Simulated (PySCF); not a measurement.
Choosing a molecule for a target property.

Each SMILES stands for a single optimised conformer of the isolated species, non-relativistic unless stated; the electronic structure was computed with PySCF and density fitting.

Dipoles, sizes and rotational constants follow the conformer. The torsions of the flexible species, by atom-mapped SMILES:
- `[CH2:1]=[CH:2]/[C:3](=[CH:4]/[SiH2:5][O:6][CH3:7])[SiH2:8][Cl:9]`: C1–C2–C3–C4 165°, C3–C4–Si5–O6 174°, C4–Si5–O6–C7 -179°, C2–C3–Si8–Cl9 86°
- `[N:1]#[C:2][CH2:3][C:4]([F:5])([F:6])[F:7]`: C2–C3–C4–F5 61°

The conformers of `C=CC[C@@H]1C[SiH2]O[Si@@H]1Cl`, `C=NC[SiH2][Si@H](O)OC` and `N[Si@H](C[SiH3])COC=O` aren't listed.

**Question.** Wanted: HOMO–LUMO gap above 10.2 eV (PBE0/pcSseg-1) and HOMO energy below -10 eV (PBE0/pcSseg-1), at GFN2-xTB geometries. Which candidate meets both?
A. `CCC#N`
B. `N[Si@H](C[SiH3])COC=O`
C. `N#CCC(F)(F)F`
D. `C=C/C(=C/[SiH2]OC)[SiH2]Cl`
E. `C=CC[C@@H]1C[SiH2]O[Si@@H]1Cl`
F. `C=NC[SiH2][Si@H](O)OC`

**Answer.** C. Computed values:
| species | HOMO–LUMO gap | HOMO energy |
| --- | --- | --- |
| C=C/C(=C/[SiH2]OC)[SiH2]Cl | 5.56 eV | -7.13 eV |
| C=NC[SiH2][Si@H](O)OC | 6.79 eV | -7.46 eV |
| N[Si@H](C[SiH3])COC=O | 7.32 eV | -7.32 eV |
| C=CC[C@@H]1C[SiH2]O[Si@@H]1Cl | 7.73 eV | -7.60 eV |
| CCC#N | 10.07 eV | -9.39 eV |
| N#CCC(F)(F)F | 10.31 eV | -10.22 eV |
